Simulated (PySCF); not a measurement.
# Reproducing measurements on PH3

**The experiment to reproduce.**

From NIST CCCBDB Release 22 (SRD 101), experimental dipoles, for the gas: dipole moment (microwave Stark effect) 0.58 D.

How close the calculation comes is told at the end.

Species: PH3.
SMILES with atom numbers: `[PH3:1]` (hydrogens: H2, H3, H4 on P1)

Cartesian coordinates in Å at the PBE0-D3(BJ)/def2-SVP level; atoms count from 1:
```xyz
4
PH3 angstrom
P     -0.0037    0.0053    0.5048
H     -0.5815    1.0469   -0.2843
H      1.1976   -0.0154   -0.2685
H     -0.6119   -1.0250   -0.2763
```

Runs made with PySCF (gas phase, on this PBE0-D3(BJ)/def2-SVP geometry; no spin–orbit coupling):

| level | job | basis functions | wall time |
| --- | --- | --- | --- |
| PBE0-D3(BJ)/def2-SVP, grid level 1 | geometry optimisation from a GFN2-xTB start | 33 | 0.98 s |

Hardware: one thread, Arm Neoverse V2 (aarch64), on a shared host.

Results beside the measurements:

**Dipole moment.** Measured: 0.58 D (NIST CCCBDB Release 22 (SRD 101), experimental dipoles).

| level | computed (D) | computed − measured (D) | % (from the printed values) |
| --- | --- | --- | --- |
| PBE0-D3(BJ)/def2-SVP | 0.91 | +0.33 | +57 |

The computed dipoles belong to one fixed geometry; measured ones are averaged over vibrations unless marked μe. Magnitudes are compared, not signs.

The geometry is computed, not the measured one. Where a level misses, the cause wasn't examined.
